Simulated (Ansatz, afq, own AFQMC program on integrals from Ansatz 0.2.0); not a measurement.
# SiNH₂ (doublet): AFQMC on the coupled-cluster ladder at distance Si1–N2 = 5.422 Å, cc-pVDZ

How near does AFQMC come to the top of the ladder for SiNH₂ (doublet)?

Method: cc-pVDZ, frozen cores; program: Ansatz 0.2.0, Gaussian basis, and an in-house AFQMC program (afq) on its integrals; all values are calculated.

The runs, in order: PBE (unrestricted); r2SCAN (unrestricted); PBE0 (unrestricted); B3LYP (unrestricted); wB97M-V (unrestricted); B2PLYP (unrestricted); CCSD(T) on UHF; CCSDT(Q) on UHF; Phaseless AFQMC, CISD trial on UHF.

## 1. The system

The geometry derives from a PBE0/def2-TZVP stationary point (not a proven minimum). One bond is set to the value named and the two fragments are kept rigid.

4 atoms, charge 0, spin multiplicity 2.

Atoms are counted from 1 here; the program's logs count them from 0.

Bond lengths: Si1–H3 1.515 Å, N2–H4 1.008 Å.

## 2. PBE (unrestricted)

The input, in.yaml:

```yaml
crystal:
  periodic: [false, false, false]
  atoms:
    - {symbol: Si, position_ang: [0.000000, -0.707889, 2.669746]}
    - {symbol: N, position_ang: [0.000000, 0.346940, -2.648657]}
    - {symbol: H, position_ang: [0.000000, 0.586764, 3.456494]}
    - {symbol: H, position_ang: [0.000000, -0.225814, -3.477583]}
basis:
  gaussian: {orbitals: cc-pVDZ}
magnetization: {spin_polarized: true, initial_magnetization: 1}
hamiltonian: {xc: {name: PBE}}
output: {orbitals: {seedname: orbitals}}
```

Started as:

```sh
> ansatz run in.yaml --threads 1 --pin off --events-out ev --progress --plain --max-ram 1382MiB
```

Output:

```text
Functional definition: PBE
  name "PBE"
  cite "Perdew, Burke & Ernzerhof, Phys. Rev. Lett. 77, 3865 (1996) doi:10.1103/PhysRevLett.77.3865"
  parent pbe
  parameter kappa = 0.804
  parameter beta = 0.06672455060314922
  exchange = pbe_x(kappa = kappa, mu = beta*pi^2/3)
  correlation = pbe_c(beta = beta)
409 factors; integrals over basis functions are off by at most 1.1e-3 eV
mean field evaluation 1: about -9339.0156 eV, gradient 6.5e1 eV
mean field evaluation 2: about -8926.7943 eV, gradient 8.5e1 eV
mean field evaluation 4: about -9210.2210 eV, gradient 1.0e2 eV
mean field evaluation 8: about -9385.4220 eV, gradient 3.0e0 eV
mean field evaluation 16: about -9387.3170 eV, gradient 4.5e-5 eV
mean field evaluation 32: about -9378.5244 eV, gradient 1.8e1 eV
mean field evaluation 64: about -9378.0735 eV, gradient 2.2e1 eV
mean field evaluation 96: about -9386.7068 eV, gradient 4.0e-4 eV
mean field evaluation 128: about -9387.0184 eV, gradient 2.6e0 eV
mean field -9387.31696166 eV, -344.9775353891 hartree, gradient 5.2e-6 eV, S^2 1.758105; 14 other end points of the search recorded, 0 dependent functions left out
reference -9387.31699739 eV, -344.9775367020 hartree; 12, 11 occupied and 30, 31 virtual orbitals, 409 factors
Total energy: -9387.31699739 eV, -344.9775367020 hartree
```

It took 5.5 s on 1 thread of AMD EPYC 7R13 (Zen 3), shared host.

From the report: ⟨S²⟩ of the determinant 1.758 (pure doublet: 0.75). The determinant is far from a pure spin state, so its energy mixes those of several spin states (harmless only where they are near-degenerate, as at dissociation).

## 3. r2SCAN (unrestricted)

Edit in.yaml of step 2 so:

```diff
@@ -10,3 +10,2 @@
 magnetization: {spin_polarized: true, initial_magnetization: 1}
-hamiltonian: {xc: {name: PBE}}
-output: {orbitals: {seedname: orbitals}}
+hamiltonian: {xc: {name: r2SCAN}}
```

The command is unchanged.

Output, cut to the lines that bear on the results:

```text
Functional definition: r2SCAN
  name "r2SCAN"
  cite "Furness, Kaplan, Ning, Perdew & Sun, J. Phys. Chem. Lett. 11, 8208 (2020) doi:10.1021/acs.jpclett.0c02405"
  cite "Furness, Kaplan, Ning, Perdew & Sun, J. Phys. Chem. Lett. 11, 9248 (2020) doi:10.1021/acs.jpclett.0c03077"
  parent r2scan
[...]
409 factors; integrals over basis functions are off by at most 1.1e-3 eV
[...]
mean field -9391.83022717 eV, -345.1433948374 hartree, gradient 1.2e-6 eV, S^2 1.765122; 12 other end points of the search recorded, 0 dependent functions left out
reference -9391.83023864 eV, -345.1433952590 hartree; 12, 11 occupied and 30, 31 virtual orbitals, 409 factors
Total energy: -9391.83023864 eV, -345.1433952590 hartree
```

Wall time 15 s (1 thread of AMD EPYC 7R13 (Zen 3), shared host).

From the report: ⟨S²⟩ of the determinant 1.765 (pure doublet: 0.75). The determinant is far from a pure spin state, so its energy mixes those of several spin states (harmless only where they are near-degenerate, as at dissociation).

## 4. PBE0 (unrestricted)

Edit in.yaml of step 3 so:

```diff
@@ -10,2 +10,3 @@
 magnetization: {spin_polarized: true, initial_magnetization: 1}
-hamiltonian: {xc: {name: r2SCAN}}
+hamiltonian: {xc: {name: PBE0}}
+output: {orbitals: {seedname: orbitals}}
```

Same command.

Output, cut to the lines that bear on the results:

```text
Functional definition: PBE0
  name "PBE0"
  cite "Adamo & Barone, J. Chem. Phys. 110, 6158 (1999) doi:10.1063/1.478522"
  cite "Perdew, Burke & Ernzerhof, Phys. Rev. Lett. 77, 3865 (1996) doi:10.1103/PhysRevLett.77.3865"
  parent pbe
[...]
409 factors; integrals over basis functions are off by at most 1.1e-3 eV
[...]
mean field -9388.41364737 eV, -345.0178378457 hartree, gradient 1.2e-6 eV, S^2 1.760795; 9 other end points of the search recorded, 0 dependent functions left out
reference -9388.41367364 eV, -345.0178388109 hartree; 12, 11 occupied and 30, 31 virtual orbitals, 409 factors
Total energy: -9388.41367364 eV, -345.0178388109 hartree
```

Wall time 7 s (1 thread of AMD EPYC 7R13 (Zen 3), shared host).

From the report: ⟨S²⟩ of the determinant 1.761 (pure doublet: 0.75). The determinant is far from a pure spin state, so its energy mixes those of several spin states (harmless only where they are near-degenerate, as at dissociation).

## 5. B3LYP (unrestricted)

Edit in.yaml of step 4 so:

```diff
@@ -10,3 +10,2 @@
 magnetization: {spin_polarized: true, initial_magnetization: 1}
-hamiltonian: {xc: {name: PBE0}}
-output: {orbitals: {seedname: orbitals}}
+hamiltonian: {xc: {name: B3LYP}}
```

Launched as before.

Output, cut to the lines that bear on the results:

```text
Functional definition: B3LYP
  name "B3LYP"
  cite "Stephens, Devlin, Chabalowski & Frisch, J. Phys. Chem. 98, 11623 (1994) doi:10.1021/j100096a001"
  cite "Becke, Phys. Rev. A 38, 3098 (1988) doi:10.1103/PhysRevA.38.3098"
  cite "Lee, Yang & Parr, Phys. Rev. B 37, 785 (1988) doi:10.1103/PhysRevB.37.785"
  cite "Vosko, Wilk & Nusair, Can. J. Phys. 58, 1200 (1980) doi:10.1139/p80-159"
[...]
409 factors; integrals over basis functions are off by at most 1.1e-3 eV
[...]
mean field -9394.12977661 eV, -345.2279017204 hartree, gradient 3.9e-6 eV, S^2 1.758462; 11 other end points of the search recorded, 0 dependent functions left out
reference -9394.13002060 eV, -345.2279106870 hartree; 12, 11 occupied and 30, 31 virtual orbitals, 409 factors
Total energy: -9394.13002060 eV, -345.2279106870 hartree
```

Wall time 4.1 s (1 thread of AMD EPYC 7R13 (Zen 3), shared host).

From the report: ⟨S²⟩ of the determinant 1.758 (pure doublet: 0.75). The determinant is far from a pure spin state, so its energy mixes those of several spin states (harmless only where they are near-degenerate, as at dissociation).

## 6. wB97M-V (unrestricted)

Edit in.yaml of step 5 so:

```diff
@@ -10,2 +10,3 @@
 magnetization: {spin_polarized: true, initial_magnetization: 1}
-hamiltonian: {xc: {name: B3LYP}}
+hamiltonian: {xc: {name: wB97M-V}}
+output: {orbitals: {seedname: orbitals}}
```

Launched as before.

Output, cut to the lines that bear on the results:

```text
Functional definition: wB97M-V
  name "wB97M-V"
  cite "Mardirossian & Head-Gordon, J. Chem. Phys. 144, 214110 (2016) doi:10.1063/1.4952647"
  cite "Becke, J. Chem. Phys. 107, 8554 (1997) doi:10.1063/1.475007"
  cite "Vydrov & Van Voorhis, J. Chem. Phys. 133, 244103 (2010) doi:10.1063/1.3521275"
  # Of w^i u^j: cxij and so on, Table III.
[...]
  gx(w, u) = 1 - cx + cx01*u + cx10*w
  gss(w, u) = css00 + css04*u^4 + css10*w + css20*w^2 + css43*w^4*u^3
  gos(w, u) = cos00 + cos10*w + (cos20 + cos21*u)*w^2 + (cos60 + cos61*u)*w^6
[...]
      + integral(e_c_pw_mod_opposite_spin*gos(b97_w_opposite, b97_u_opposite)) + vv10(b, c)
409 factors; integrals over basis functions are off by at most 1.1e-3 eV
133 factors; integrals over basis functions are off by at most 1.2e-5 eV
[...]
mean field -9392.22309675 eV, -345.1578325282 hartree, gradient 1.9e-6 eV, S^2 1.756140; 6 other end points of the search recorded, 0 dependent functions left out
reference -9392.22313470 eV, -345.1578339228 hartree; 12, 11 occupied and 30, 31 virtual orbitals, 409 factors
Total energy: -9392.22313470 eV, -345.1578339228 hartree
```

Run time: 36 s. Hardware: 1 thread of AMD EPYC 7R13 (Zen 3), shared host.

From the report: ⟨S²⟩ of the determinant 1.756 (pure doublet: 0.75). The determinant is far from a pure spin state, so its energy mixes those of several spin states (harmless only where they are near-degenerate, as at dissociation).

## 7. B2PLYP (unrestricted)

Edit in.yaml of step 6 so:

```diff
@@ -10,3 +10,3 @@
 magnetization: {spin_polarized: true, initial_magnetization: 1}
-hamiltonian: {xc: {name: wB97M-V}}
-output: {orbitals: {seedname: orbitals}}
+hamiltonian: {xc: {name: B2PLYP}}
+correlation: {electrons: outside_noble_gas}
```

The command is unchanged.

Output, cut to the lines that bear on the results:

```text
Functional definition: B2PLYP
  name "B2PLYP"
  cite "Grimme, J. Chem. Phys. 124, 034108 (2006) doi:10.1063/1.2148954"
  cite "Becke, Phys. Rev. A 38, 3098 (1988) doi:10.1103/PhysRevA.38.3098"
  cite "Lee, Yang & Parr, Phys. Rev. B 37, 785 (1988) doi:10.1103/PhysRevB.37.785"
[...]
409 factors; integrals over basis functions are off by at most 1.1e-3 eV
[...]
mean field -9387.18086250 eV, -344.9725338370 hartree, gradient 7.9e-9 eV, S^2 1.764147; 9 other end points of the search recorded, 0 dependent functions left out
6 core orbitals not correlated: weight in the atoms' cores, before any rotation towards them, 1.000 or more for the frozen orbitals, at most 0.000 for the correlated occupied ones
reference -9387.18101545 eV, -344.9725394579 hartree; 6, 5 occupied and 30, 31 virtual orbitals, 409 factors
second order -5.64527152 eV of doubles, -0.00000000 eV of singles
Total energy: -9388.70523876 eV, -345.0285536314 hartree
```

Wall time 4.7 s (1 thread of AMD EPYC 7R13 (Zen 3), shared host).

From the report: ⟨S²⟩ of the determinant 1.764 (pure doublet: 0.75). The determinant is far from a pure spin state, so its energy mixes those of several spin states (harmless only where they are near-degenerate, as at dissociation).

## 8. CCSD(T) on UHF

Edit in.yaml of step 7 so:

```diff
@@ -10,3 +10,2 @@
 magnetization: {spin_polarized: true, initial_magnetization: 1}
-hamiltonian: {xc: {name: B2PLYP}}
-correlation: {electrons: outside_noble_gas}
+correlation: {method: ccsd_t, electrons: outside_noble_gas, hamiltonian_folder: ham}
```

The command is unchanged.

Output, cut to the lines that bear on the results:

```text
Functional definition: HF
  name "HF"
  cite "Fock, Z. Phys. 61, 126 (1930) doi:10.1007/BF01340294"
  parent pbe
[...]
409 factors; integrals over basis functions are off by at most 1.1e-3 eV
[...]
mean field -9371.48633037 eV, -344.3957704194 hartree, gradient 3.1e-8 eV, S^2 1.780084; 29 other end points of the search recorded, 0 dependent functions left out
determinant -9371.48633037 eV, -344.3957704194 hartree, with singles and doubles -9377.24036916 eV, -344.6072274446 hartree
determinant -9371.46783870 eV, -344.3950908633 hartree, with singles and doubles -9377.22496368 eV, -344.6066613038 hartree
determinant -9370.58753753 eV, -344.3627403920 hartree, with singles and doubles -9376.59665234 eV, -344.5835712882 hartree
determinant -9370.58752425 eV, -344.3627399040 hartree, with singles and doubles -9376.59664499 eV, -344.5835710177 hartree
[...]
determinant -9368.23506066 eV, -344.2762884613 hartree, with singles and doubles -9374.15628242 eV, -344.4938893475 hartree
determinant -9368.23481995 eV, -344.2762796154 hartree, with singles and doubles -9374.15765404 eV, -344.4939397537 hartree
determinant -9371.48633037 eV, -344.3957704194 hartree, with singles and doubles -9377.24070350 eV, -344.6072397317 hartree
determinant -9371.46783870 eV, -344.3950908633 hartree, with singles and doubles -9377.22502321 eV, -344.6066634916 hartree
6 core orbitals not correlated: weight in the atoms' cores, before any rotation towards them, 1.000 or more for the frozen orbitals, at most 0.000 for the correlated occupied ones
reference -9371.48633037 eV, -344.3957704194 hartree; 6, 5 occupied and 30, 31 virtual orbitals, 409 factors
second order -4.56808580 eV of doubles, -0.00000000 eV of singles
cycle   1  -5.75437451 eV  change   -1.4e-6 eV  update   3.2e-6
perturbative correction -0.08485154 eV, -0.0031182365 hartree
Total energy: -9377.32555642 eV, -344.6103580188 hartree
```

Wall time 8.5 s (1 thread of AMD EPYC 7R13 (Zen 3), shared host).

From the report: ⟨S²⟩ of the determinant 1.780 (pure doublet: 0.75); correlation -5.8392 eV; T1 0.013; largest double amplitude 0.08. The determinant is far from a pure spin state, so its energy mixes those of several spin states (harmless only where they are near-degenerate, as at dissociation).

This run also writes the integrals to the folder ham.

## 9. CCSDT(Q) on UHF

Edit in.yaml of step 8 so:

```diff
@@ -10,2 +10,2 @@
 magnetization: {spin_polarized: true, initial_magnetization: 1}
-correlation: {method: ccsd_t, electrons: outside_noble_gas, hamiltonian_folder: ham}
+correlation: {method: ccsdt_q, electrons: outside_noble_gas}
```

The command is unchanged.

Output, cut to the lines that bear on the results:

```text
Functional definition: HF
  name "HF"
  cite "Fock, Z. Phys. 61, 126 (1930) doi:10.1007/BF01340294"
  parent pbe
[...]
721 factors; integrals over basis functions are off by at most 1.7e-7 eV
[...]
mean field -9371.48634555 eV, -344.3957709774 hartree, gradient 3.3e-8 eV, S^2 1.780083; 29 other end points of the search recorded, 0 dependent functions left out
determinant -9371.48634555 eV, -344.3957709774 hartree, with singles and doubles -9377.24038977 eV, -344.6072282021 hartree
determinant -9371.46785658 eV, -344.3950915202 hartree, with singles and doubles -9377.22498580 eV, -344.6066621166 hartree
determinant -9370.58755368 eV, -344.3627409855 hartree, with singles and doubles -9376.59666956 eV, -344.5835719207 hartree
determinant -9370.58754026 eV, -344.3627404921 hartree, with singles and doubles -9376.59665886 eV, -344.5835715277 hartree
[...]
determinant -9368.23484214 eV, -344.2762804312 hartree, with singles and doubles -9374.15766456 eV, -344.4939401405 hartree
determinant -9371.48634555 eV, -344.3957709774 hartree, with singles and doubles -9377.24072359 eV, -344.6072404699 hartree
determinant -9371.46785658 eV, -344.3950915202 hartree, with singles and doubles -9377.22504536 eV, -344.6066643057 hartree
6 core orbitals not correlated: weight in the atoms' cores, before any rotation towards them, 1.000 or more for the frozen orbitals, at most 0.000 for the correlated occupied ones
reference -9371.48634555 eV, -344.3957709774 hartree; 6, 5 occupied and 30, 31 virtual orbitals, 721 factors
second order -4.56810980 eV of doubles, -0.00000000 eV of singles
cycle   1  -5.40163097 eV  change   -8.3e-1 eV  update   7.3e-2
[...]
cycle  31  -5.86121806 eV  change   -1.5e-8 eV  update   1.1e-6
perturbative correction -0.00406644 eV, -0.0001494390 hartree
Total energy: -9377.35163005 eV, -344.6113162073 hartree
```

Wall time 29 s (1 thread of AMD EPYC 7R13 (Zen 3), shared host); peak memory 0.35 GiB.

From the report: ⟨S²⟩ of the determinant 1.780 (pure doublet: 0.75); correlation -5.8653 eV; T1 0.013; largest double amplitude 0.09. The determinant is far from a pure spin state, so its energy mixes those of several spin states (harmless only where they are near-degenerate, as at dissociation).

## 10. Phaseless AFQMC, CISD trial on UHF

It reads the integrals that the CCSD(T) run on this determinant wrote.

Started as:

```sh
> afq ham --method phaseless --trial cisd --walkers 60 --populations 1 --least-time 40 --time-step 0.005 --steps-per-block 50 --equilibration-blocks 40 --max-blocks 300 --target-error 0.0008 --factor-cut 1e-05 --start spin_pure --seed 8746 --release-times 0.24,0.51,0.99,1.62,2.4 --release-step 0.03 --release-every 4 --taylor-order 6
```

Output:

```text
orbitals 36  electrons 6 5  factors 231 of 409
reference energy -344.39577042 Eh
CCSD correlation -0.21146929 Eh in 15 cycles, weight of the determinant in the CISD state 0.8874
energy of the start -344.606347 Eh
 block  time / (1/Eh)  mean weight  energy / Eh
     1     0.250  0.9965  -344.603939
     2     0.500  1.0031  -344.604588
     3     0.750  0.9999  -344.605394
     4     1.000  0.9994  -344.605818
     5     1.250  1.0001  -344.606473
     6     1.500  0.9978  -344.607608
     7     1.750  0.9992  -344.612398
     8     2.000  0.9988  -344.609502
     9     2.250  0.9996  -344.609398
    10     2.500  1.0002  -344.611208
    11     2.750  0.9992  -344.612936
    16     4.000  0.9996  -344.611083
    21     5.250  0.9984  -344.614411
    26     6.500  1.0021  -344.608009
    31     7.750  1.0002  -344.614729
    36     9.000  0.9975  -344.609906
    41    10.250  1.0035  -344.612269
    46    11.500  1.0002  -344.609708
    51    12.750  1.0009  -344.610280
    56    14.000  1.0010  -344.611691
    61    15.250  1.0019  -344.606982
    66    16.500  0.9990  -344.612521
    71    17.750  1.0026  -344.609988
    76    19.000  0.9996  -344.610112
    81    20.250  0.9963  -344.618616
    86    21.500  0.9994  -344.608699
    91    22.750  1.0011  -344.607567
    96    24.000  0.9982  -344.609917
   101    25.250  1.0003  -344.607431
   106    26.500  0.9985  -344.606525
   111    27.750  0.9988  -344.609426
   116    29.000  1.0000  -344.633529
   121    30.250  1.0019  -344.611271
   126    31.500  1.0021  -344.609424
   131    32.750  1.0004  -344.607338
   136    34.000  0.9997  -344.609059
   141    35.250  1.0022  -344.614146
   146    36.500  1.0010  -344.612861
   151    37.750  0.9994  -344.613272
   156    39.000  1.0013  -344.610990
   161    40.250  0.9981  -344.615742
   166    41.500  0.9967  -344.614540
   171    42.750  1.0023  -344.610964
   176    44.000  0.9985  -344.608777
   181    45.250  1.0004  -344.606724
   186    46.500  0.9996  -344.606483
   191    47.750  1.0010  -344.608578
   196    49.000  0.9999  -344.607205
blocks merged  error / Eh  count
     1  0.000265  160
     2  0.000308  80
     4  0.000352  40
     8  0.000419  20
    16  0.000438  10
released: time / (1/Eh)  energy / Eh  error  mean overlap
  0.24  -344.610890  0.000528  0.9819
  0.51  -344.610433  0.000298  0.9923
  0.99  -344.611431  0.000351  0.9889
  1.62  -344.611037  0.000350  1.0240
  2.40  -344.610732  0.000477  1.0174
energy -344.610410 +/- 0.000419 Eh
```

Wall time 2.6 min (1 thread of AMD EPYC 7R13 (Zen 3), shared host).

Energy -9377.3270 ± 0.0114 eV. Caveats: constraint bias not in the error.

## 11. All levels side by side

On the UHF determinant, counted from CCSDT(Q) (a yardstick, not exact):

| level | energy (eV) | from CCSDT(Q) (kcal/mol) | statistical error (kcal/mol) | time |
| --- | --- | --- | --- | --- |
| HF | -9371.4863 | +135.26 |  |  |
| MP2 | -9376.0544 | +29.91 |  |  |
| CCSD | -9377.2407 | +2.56 |  |  |
| CCSD(T) | -9377.3256 | +0.60 |  |  |
| CCSDT(Q) | -9377.3516 | 0.00 |  |  |
| Phaseless AFQMC, CISD trial, step 0.005, 60 walkers | -9377.3270 | +0.57 | 0.26 | 2.6 min |

The functionals' totals stand on their own zeros and serve differences with other points: PBE -9387.317 eV; r2SCAN -9391.830 eV; PBE0 -9388.414 eV; B3LYP -9394.130 eV; wB97M-V -9392.223 eV; B2PLYP -9388.705 eV.

## 12. Outcome

| quantity | value |
| --- | --- |
| CCSD(T) on UHF from CCSDT(Q) | +0.60 kcal/mol |
| Phaseless AFQMC, CISD trial on UHF from CCSDT(Q) | +0.57 ± 0.26 kcal/mol |

In words: On UHF the phaseless walk with the CISD trial lies +0.57 kcal/mol from CCSDT(Q), within three error bars. Error bars are statistical and leave out the constraint, the time step and what remains of the start.
